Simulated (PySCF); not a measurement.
CH3NO, SMILES NC=O. Atoms are numbered in the order given.

```xyz
6

N      0.1574    -1.0772     0.0000
C     -0.3841     0.1604     0.0000
O      0.2443     1.1897     0.0000
H      1.1586    -1.1765     0.0000
H     -0.4193    -1.8981     0.0000
H     -1.4909     0.1351     0.0000
```
Charge 0, spin multiplicity 1.

Coordinates come from a PBE0-D3(BJ)/def2-TZVP optimisation. The values are those of a single conformer.

All values below come from B3LYP/pcSseg-2 (PySCF).

GIAO shieldings, no solvent; atoms alike by connectivity are averaged. δ = σ(ref) − σ: ¹⁵N against NH3 (σ = 260.3 ppm); ¹³C against TMS (σ = 181.3 ppm); ¹⁷O against H2O (σ = 325.5 ppm); ¹H against TMS (σ = 31.68 ppm), references at their B3LYP-D3(BJ)/def2-TZVP geometries, non-relativistic.

```
nucleus   atoms  count  δ (ppm)
-------  ------  -----  -------
¹⁵N          N1      1    116.7
¹³C          C2      1    165.6
¹⁷O          O3      1    422.0
¹H           H6      1     8.44
¹H       H4, H5      2     4.73
```
